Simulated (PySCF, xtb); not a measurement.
**Two structures of CH2NSi−**

We compare I, a singlet given by its coordinates, with II, `[C-]#[N+][SiH2-]`, a singlet. Both are isolated ions in the gas phase, relaxed with B3LYP-D4/def2-SVPD.

I (Å):

```
atom    x (Å)    y (Å)    z (Å)
   C  -2.6220  -2.5395  -0.5276
   N  -3.2255  -3.4752  -0.8827
  Si  -1.4510  -1.1566   0.1374
   H  -1.5783  -0.2972  -1.1320
   H  -2.5763  -0.4255   0.8894
```

Close contacts (Å): C1–N2 1.17, C1–Si3 1.93, Si3–H4 1.54, Si3–H5 1.54.

II (Å):

```xyz
5

C    -3.0736   -3.5397    0.2341
N    -2.5910   -2.4836    0.0511
Si   -1.7096   -0.8279    0.0248
H    -1.1082   -1.0433   -1.3778
H    -2.9303   -0.0596   -0.5183
```

Quicker runs give these differences E(II) − E(I): GFN2-xTB +8.6 kcal/mol; HF/STO-3G +6.7 kcal/mol (at GFN2-xTB geometries).

Q: Estimate E(II) − E(I) at the level B3LYP-D4/def2-SVPD.

A: Calculated at B3LYP-D4/def2-SVPD: E(II) − E(I) = +8.9 kcal/mol, so structure I lies lower.

Level by level:

```json
{"level": "GFN2-xTB", "geometry": "GFN2-xTB", "E(II) − E(I) (kcal/mol)": "+8.6", "departure from the last row (kcal/mol)": "−0.3", "job, with rough time for the two": "optimisation, 0.092 s"}
{"level": "HF/STO-3G", "geometry": "GFN2-xTB", "E(II) − E(I) (kcal/mol)": "+6.7", "departure from the last row (kcal/mol)": "−2.2", "job, with rough time for the two": "single point, 1.4 s"}
{"level": "r2SCAN-D4/def2-SVPD", "geometry": "GFN2-xTB", "E(II) − E(I) (kcal/mol)": "+9.3", "departure from the last row (kcal/mol)": "+0.4", "job, with rough time for the two": "single point, 10 s"}
{"level": "B3LYP-D4/def2-SVPD", "geometry": "B3LYP-D4/def2-SVPD", "E(II) − E(I) (kcal/mol)": "+8.9", "departure from the last row (kcal/mol)": "", "job, with rough time for the two": "optimisation, 43 s"}
```

The levels shown agree on the order. The largest departure from B3LYP-D4/def2-SVPD is that of HF/STO-3G, 2.2 kcal/mol. No coupled-cluster energies are at hand for both structures.

With thermal terms from frequencies at re-optimised GFN2-xTB minima (ideal gas, soft modes damped towards free rotors, one conformer each, 600 K, 1 atm): on the last row, ΔE + ΔZPE = +8.3, ΔH = +8.3, ΔG = +8.2 kcal/mol.

Run with PySCF 2.14.0, xtb 6.7.1; the last row on 2 threads of Arm Neoverse V1 on a shared host.
